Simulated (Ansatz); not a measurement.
# CH3F2S: the cost of one run

Method: UKS B3LYP-D4/def2-SVP, in Ansatz 0.2.0.

## Step 1: The starting structure

Bond lengths: C2–F3 1.335 Å, C2–F4 1.334 Å, C2–H6 1.092 Å, S5–H7 1.328 Å. Angles: F3–C2–F4 109.1°, F3–C2–H6 111.4°, F4–C2–H6 111.6°.

Coordinates:

```xyz
7

H     0.4591   -0.0063    0.2951
C    -0.8425   -0.4549    0.1104
F    -0.9786   -0.7174   -1.1912
F    -1.6594    0.5468    0.4410
S     2.1318    0.6417    0.3705
H    -1.0279   -1.3428    0.7177
H     1.9175    1.3329   -0.7436
```

## Step 2: Pulling towards end A

Springs on the bonds that form and break draw the guess towards this end; the thresholds are loose.

The input, input.yaml:

```yaml
crystal:
  periodic: [false, false, false]
  atoms:
    - { symbol: H, position_ang: [0.4591, -0.0063, 0.2951] }
    - { symbol: C, position_ang: [-0.8425, -0.4549, 0.1104] }
    - { symbol: F, position_ang: [-0.9786, -0.7174, -1.1912] }
    - { symbol: F, position_ang: [-1.6594, 0.5468, 0.441] }
    - { symbol: S, position_ang: [2.1318, 0.6417, 0.3705] }
    - { symbol: H, position_ang: [-1.0279, -1.3428, 0.7177] }
    - { symbol: H, position_ang: [1.9175, 1.3329, -0.7436] }
magnetization:
  spin_polarized: true
  initial_magnetization: 1
basis:
  gaussian: { orbitals: def2-SVP }
hamiltonian:
  xc: b3lyp
  dispersion: d4
relax:
  f_tol: 0.15
  max_steps: 25
  restrain:
    - { distance: [0, 4], at: 2.66, k: 30.0 }
    - { distance: [1, 0], at: 1.07, k: 30.0 }
```

Started as:

```sh
ansatz run input.yaml --threads 2 --pin off --max-ram 3072MiB --backend cpu --events-out ev --progress --plain --runs-dir out
```

Q: Estimate wall time and peak memory on 2 threads of Intel Xeon Platinum 8488C (Sapphire Rapids), shared host.

About 44 s, with a peak of 0.22 GiB.
